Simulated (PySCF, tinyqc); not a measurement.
G0W0 on RHF in the sto-3g basis, for CH2, spin multiplicity 1, step by step. The lowest restricted solution is unstable here: a spin-polarised one lies 0.0250 hartree lower (PySCF). One step of it, computed by the program tinyqc.

Problem. Screening: direct RPA. With D = e_a - e_i and K = (ia|jb): diagonalise D^(1/2) (D + 4K) D^(1/2) = Z w^2 Z^T; X + Y = D^(1/2) Z w^(-1/2), each column of Z with its largest component positive (the first on a tie); E_c = (sum w - tr (D + 2K)) / 2.

orbital energies (hartree): MO1 -11.014051, MO2 -0.787335, MO3 -0.472492, MO4 -0.303443, MO5 0.229581, MO6 0.546809, MO7 0.593718

Two-electron integrals over orbitals (pq|rs), unique and non-zero (hartree):
```
(11|11) 3.508308    (21|11) -0.294127   (21|21) 0.039329    (22|11) 0.713768
(22|21) -0.007600   (22|22) 0.538301    (31|11) -0.004032   (31|21) 0.000443
(31|22) -0.000462   (31|31) 0.007218    (32|11) 0.001017    (32|21) -0.000240
(32|22) -0.003557   (32|31) 0.012143    (32|32) 0.134568    (33|11) 0.581434
(33|21) -0.002350   (33|22) 0.497824    (33|31) 0.000196    (33|32) 0.001913
(33|33) 0.504449    (41|11) 0.171958    (41|21) -0.020127   (41|22) 0.014299
(41|31) -0.000349   (41|32) 0.000012    (41|33) 0.006225    (41|41) 0.026295
(42|11) -0.104473   (42|21) 0.007626    (42|22) 0.017277    (42|31) 0.000060
(42|32) -0.000262   (42|33) 0.022456    (42|41) 0.011782    (42|42) 0.081446
(43|11) -0.003682   (43|21) 0.000183    (43|22) -0.001115   (43|31) -0.002558
(43|32) 0.029548    (43|33) 0.000526    (43|41) 0.000203    (43|42) 0.001518
(43|43) 0.038445    (44|11) 0.781950    (44|21) -0.012479   (44|22) 0.492622
(44|31) -0.000058   (44|32) 0.001036    (44|33) 0.450504    (44|41) -0.010412
(44|42) -0.087886   (44|43) -0.002357   (44|44) 0.632891    (51|51) 0.021662
(52|51) 0.023751    (52|52) 0.091686    (53|51) 0.000330    (53|52) 0.000959
(53|53) 0.018575    (54|51) -0.013620   (54|52) -0.041891   (54|53) -0.000721
(54|54) 0.051055    (55|11) 0.852002    (55|21) -0.009301   (55|22) 0.542180
(55|31) -0.000118   (55|32) 0.000417    (55|33) 0.467770    (55|41) 0.005022
(55|42) -0.055883   (55|43) -0.002075   (55|44) 0.568561    (55|55) 0.672833
(61|11) 0.199331    (61|21) -0.029083   (61|22) -0.001303   (61|31) -0.002058
(61|32) -0.002610   (61|33) -0.001643   (61|41) 0.003923    (61|42) -0.015521
(61|43) 0.000342    (61|44) 0.019396    (61|55) 0.005433    (61|61) 0.029529
(62|11) -0.235899   (62|21) 0.004931    (62|22) -0.086636   (62|31) -0.001255
(62|32) -0.002363   (62|33) -0.029107   (62|41) -0.014786   (62|42) 0.001622
(62|43) 0.005289    (62|44) -0.063380   (62|55) -0.122482   (62|61) 0.004962
(62|62) 0.094208    (63|11) -0.040096   (63|21) 0.000892    (63|22) -0.012043
(63|31) -0.001682   (63|32) 0.061708    (63|33) -0.003183   (63|41) -0.000118
(63|42) 0.009549    (63|43) 0.035568    (63|44) -0.017370   (63|55) -0.021129
(63|61) -0.000492   (63|62) 0.017454    (63|63) 0.083043    (64|11) -0.130277
(64|21) 0.000975    (64|22) -0.038177   (64|31) 0.001260    (64|32) 0.011025
(64|33) -0.002550   (64|41) -0.000904   (64|42) 0.024806    (64|43) 0.001147
(64|44) -0.076019   (64|55) -0.065813   (64|61) -0.000564   (64|62) 0.049346
(64|63) 0.015716    (64|64) 0.046886    (65|51) -0.014696   (65|52) -0.051183
(65|53) -0.003351   (65|54) 0.010030    (65|65) 0.039325    (66|11) 0.682316
(66|21) -0.005781   (66|22) 0.522627    (66|31) 0.002072    (66|32) 0.029999
(66|33) 0.498790    (66|41) 0.020165    (66|42) 0.050259    (66|43) 0.013189
(66|44) 0.452766    (66|55) 0.495272    (66|61) -0.008286   (66|62) -0.065038
(66|63) 0.018674    (66|64) -0.016540   (66|66) 0.566104    (71|11) 0.031346
(71|21) -0.004695   (71|22) -0.000610   (71|31) 0.011702    (71|32) 0.018300
(71|33) 0.000177    (71|41) 0.000727    (71|42) -0.002250   (71|43) -0.004386
(71|44) 0.002937    (71|55) 0.000837    (71|61) 0.001665    (71|62) -0.001466
(71|63) -0.002416   (71|64) 0.001959    (71|66) 0.002320    (71|71) 0.019927
(72|11) -0.038754   (72|21) 0.000751    (72|22) -0.013562   (72|31) 0.009155
(72|32) 0.005180    (72|33) -0.004073   (72|41) -0.002180   (72|42) 0.001508
(72|43) -0.034324   (72|44) -0.011301   (72|55) -0.019907   (72|61) -0.001507
(72|62) 0.006995    (72|63) -0.042485   (72|64) 0.009069    (72|66) -0.016415
(72|71) 0.014065    (72|72) 0.057080    (73|11) 0.249360    (73|21) -0.005618
(73|22) 0.060297    (73|31) -0.000149   (73|32) 0.010384    (73|33) 0.023640
(73|41) -0.000476   (73|42) -0.064117   (73|43) 0.003149    (73|44) 0.114397
(73|55) 0.128930    (73|61) 0.006125    (73|62) -0.070696   (73|63) -0.007176
(73|64) -0.054111   (73|66) 0.011933    (73|71) 0.000829    (73|72) -0.018154
(73|73) 0.121671    (74|11) -0.017449   (74|21) 0.000189    (74|22) -0.003320
(74|31) -0.008438   (74|32) -0.073240   (74|33) -0.001873   (74|41) -0.000207
(74|42) 0.002755    (74|43) 0.001112    (74|44) -0.010335   (74|55) -0.008589
(74|61) 0.002053    (74|62) 0.008874    (74|63) -0.041004   (74|64) -0.003652
(74|66) -0.018361   (74|71) -0.013497   (74|72) -0.007668   (74|73) -0.014113
(74|74) 0.065214    (75|51) -0.002315   (75|52) -0.008187   (75|53) 0.018022
(75|54) 0.001781    (75|65) 0.002676    (75|75) 0.022766    (76|11) -0.004936
(76|21) 0.000428    (76|22) 0.005369    (76|31) -0.007340   (76|32) -0.099595
(76|33) -0.002280   (76|41) 0.002442    (76|42) 0.009500    (76|43) -0.041283
(76|44) -0.008560   (76|55) -0.002374   (76|61) -0.000316   (76|62) -0.005601
(76|63) -0.067764   (76|64) -0.008286   (76|66) -0.021814   (76|71) -0.011510
(76|72) 0.021555    (76|73) -0.018325   (76|74) 0.050883    (76|76) 0.100308
(77|11) 0.724814    (77|21) -0.008272   (77|22) 0.509086    (77|31) -0.002439
(77|32) -0.031383   (77|33) 0.503601    (77|41) 0.004515    (77|42) -0.012234
(77|43) -0.013357   (77|44) 0.507769    (77|55) 0.516263    (77|61) 0.005791
(77|62) -0.045858   (77|63) -0.031489   (77|64) -0.021976   (77|66) 0.496848
(77|71) -0.002741   (77|72) -0.000750   (77|73) 0.058810    (77|74) 0.013584
(77|76) 0.025610    (77|77) 0.550810
```

Give: D^(1/2) (D + 4K) D^(1/2); excitation energies w; X + Y; RPA correlation energy.

Solution.

D^(1/2) (D + 4K) D^(1/2) (hartree^2):
```
          1>5       1>6       1>7      2>5      2>6      2>7      3>5      3>6
1>5  127.3935    0.0000    0.0000   0.3212   0.0000   0.0000   0.0037   0.0000
1>6    0.0000  135.0190    0.0772   0.0000   0.0779  -0.0241   0.0000  -0.0068
1>7    0.0000    0.0772  135.6655   0.0000  -0.0231   0.2253   0.0000  -0.0332
2>5    0.3212    0.0000    0.0000   1.4071   0.0000   0.0000   0.0032   0.0000
2>6    0.0000    0.0779   -0.0231   0.0000   2.2827   0.0380   0.0000   0.0814
2>7    0.0000   -0.0241    0.2253   0.0000   0.0380   2.2226   0.0000  -0.2016
3>5    0.0037    0.0000    0.0000   0.0032   0.0000   0.0000   0.5451   0.0000
3>6    0.0000   -0.0068   -0.0332   0.0000   0.0814  -0.2016   0.0000   1.3776
3>7    0.0000    0.0860    0.0117   0.0000  -0.3373  -0.0881   0.0000  -0.0299
4>5   -0.1334    0.0000    0.0000  -0.1234   0.0000   0.0000  -0.0018   0.0000
4>6    0.0000   -0.0071    0.0246   0.0000   0.2102   0.0393   0.0000   0.0585
4>7    0.0000    0.0265   -0.1742   0.0000   0.0388  -0.0341   0.0000  -0.1568

         3>7      4>5      4>6      4>7
1>5   0.0000  -0.1334   0.0000   0.0000
1>6   0.0860   0.0000  -0.0071   0.0265
1>7   0.0117   0.0000   0.0246  -0.1742
2>5   0.0000  -0.1234   0.0000   0.0000
2>6  -0.3373   0.0000   0.2102   0.0388
2>7  -0.0881   0.0000   0.0393  -0.0341
3>5   0.0000  -0.0018   0.0000   0.0000
3>6  -0.0299   0.0000   0.0585  -0.1568
3>7   1.6557   0.0000  -0.2061  -0.0552
4>5   0.0000   0.3930   0.0000   0.0000
4>6  -0.2061   0.0000   0.8824  -0.0128
4>7  -0.0552   0.0000  -0.0128   1.0389
```

excitation energies w (hartree): [0.6149, 0.7383, 0.9024, 0.9799, 1.1840, 1.1920, 1.2329, 1.5037, 1.5817, 11.2869, 11.6194, 11.6480]

X + Y:
```
          1        2        3        4        5        6        7        8
1>5  0.0032  -0.0001   0.0000   0.0000   0.0000  -0.0082   0.0000   0.0000
1>6  0.0000   0.0000  -0.0002  -0.0006   0.0005   0.0000  -0.0025   0.0008
1>7  0.0000   0.0000  -0.0004   0.0038  -0.0022   0.0000  -0.0006  -0.0047
2>5  0.1528  -0.0057   0.0000   0.0000   0.0000   0.9171   0.0000   0.0000
2>6  0.0000   0.0000  -0.1100  -0.0314  -0.0738   0.0000   0.4512  -0.2283
2>7  0.0000   0.0000  -0.0239   0.1145   0.2203   0.0000   0.0831   0.9009
3>5  0.0087   0.9751   0.0000   0.0000   0.0000   0.0030   0.0000   0.0000
3>6  0.0000   0.0000  -0.0676   0.4129   0.8150   0.0000  -0.0450  -0.1962
3>7  0.0000   0.0000   0.2195   0.0746   0.0500   0.0000   0.8216   0.0153
4>5  0.9244  -0.0065   0.0000   0.0000   0.0000  -0.0795   0.0000   0.0000
4>6  0.0000   0.0000   0.9418  -0.0530   0.0640   0.0000  -0.1172  -0.0173
4>7  0.0000   0.0000   0.0727   0.8653  -0.3625   0.0000  -0.0444  -0.0029

           9       10       11       12
1>5   0.0000   0.9981   0.0000   0.0000
1>6  -0.0005   0.0000   0.9907   0.1163
1>7  -0.0006   0.0000  -0.1166   0.9914
2>5   0.0000   0.0008   0.0000   0.0000
2>6   0.7897   0.0000   0.0002   0.0000
2>7   0.2269   0.0000  -0.0001   0.0006
3>5   0.0000   0.0000   0.0000   0.0000
3>6   0.0279   0.0000   0.0000  -0.0001
3>7  -0.3389   0.0000   0.0002   0.0000
4>5   0.0000  -0.0002   0.0000   0.0000
4>6   0.1255   0.0000   0.0000   0.0000
4>7   0.0207   0.0000   0.0001  -0.0004
```

RPA correlation energy = -0.064709 hartree
